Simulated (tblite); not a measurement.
C2H2P3 (charge -1).
SMILES: `C1=PP=C[P-]1`

Method: GFN2-xTB as coded in tblite; computed harmonic values from a numerical Hessian at the method's own geometry, unscaled. The method is semi-empirical: single wavenumbers can be off by several per cent or more.

Harmonic wavenumbers (cm⁻¹): 259.2, 303.2, 396.6, 461.8, 571.3, 665.7, 691.6, 798.1, 804.8, 943.0, 956.0, 1132.5, 1183.4, 2987.5, 2991.9.

A = 4256, B = 2784, C = 1683 MHz; mass 118.937 u (most abundant isotopes); point group C2v, symmetry number 2.

Q: Zero-point energy?

A: ½Σν̃ = 7573 cm⁻¹ = 21.65 kcal/mol.

Q: What is S at 400 K and 1 bar for an ideal gas of classical rigid rotors and harmonic oscillators?

A: Translation 41.72, rotation 26.68, vibration 10.73: S = 79.1 cal/(mol K).

Q: And Cp and H(400 K) − H(0)?

A: Cp = 23.58 cal/(mol K), of which vibrations give 15.63 (their classical limit is 15 R = 29.8); H(400 K) − H(0) = 5.94 kcal/mol without the zero-point energy, 2.76 from vibrations.

Q: How do the functions run with temperature in this model?

A: 
```
T (K)  S (cal/(mol K))  Cp (cal/(mol K))  H − H(0) (kcal/mol)  G − H(0) (kcal/mol)  ln q(vib)
  100             57.8               9.5                 0.83                -4.95       0.04
  200             66.0              14.7                 2.03               -11.16       0.43
  300             72.9              19.7                 3.76               -18.11       1.10
  500             84.7              26.3                 8.44               -33.91       2.82
  800             98.2              30.8                17.09               -61.45       5.46
 1000            105.2              32.4                23.42               -81.81       7.08
```

q(vib) and H(0) count from the zero-point level.

Q: What must be added to the electronic energy to get the Gibbs energy at 400 K and 1 bar?

A: ZPE + [H(400 K) − H(0)] − T·S = 21.65 + 5.94 − 31.65 = -4.06 kcal/mol.

Hindered rotation and anharmonicity are outside this model.

The run took 0.2 s on one thread, Arm Neoverse V1 (aarch64), no GPU, on a shared host. This covers the Hessian and the dipole derivatives.
